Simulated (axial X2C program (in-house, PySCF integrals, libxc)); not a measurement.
# A two-component session on AlH⁺: EOM-EA-CCSD levels

Aim: EOM-EA-CCSD levels of AlH⁺, with spin–orbit coupling in the Hamiltonian from the start.

Program: an in-house X2C program for linear molecules on PySCF integrals. Level of theory: two-component X2C with atomic mean-field terms, Al dyall-av3z, H dyall-av3z. These are calculated values, not measurements.

### Step 1. The job

The input, task.json:

```json
{"zs": [13, 1], "q": 1, "bas": ["dyall-av3z", "dyall-av3z"], "r0": 1.58, "eom": "ea", "thr": -2.0, "nmax": 92, "grid": [1, 0.96, 1.045, 0.92, 1.09, 1.15]}
```

Keys: zs atomic numbers; q charge; bas basis sets; r0 starting distance in Å; eom kind of EOM run; thr threshold in hartree for freezing inner shells (an s shell follows its p shell); nmax most natural virtual spinors; grid distances as factors.

Launch:

```bash
$ python soeom.py task.json out
```

The runs that follow: EOM-EA-CCSD at 1.623 Å.

**Question.** What will these runs give? Wanted: next root led by one particle; T1 of the reference; lowest state, Re and ωe.

As calculated:

```
                     quantity                             value
       lowest root at 1.623 Å                Ω = 1/2, 16.563 eV
next root led by one particle  Ω = 1/2, about 27180 cm⁻¹ higher
          T1 of the reference                             0.022
      lowest state, Re and ωe                1.596 Å, 1796 cm⁻¹
```

The added electron is bound by 16.56 eV in a spinor of 46% Al pσ, 30% Al sσ, 16% H sσ. Errors of 0.1 to 0.3 eV are usual at this size, and roots led by higher excitations are left out, so the list is incomplete, and low states of that kind can be missing. T1 or the largest double amplitude of the reference is raised, which lowers the reliability. The bond is 0.056 Å shorter than in the closed-shell reference at CCSD (1.652 Å).
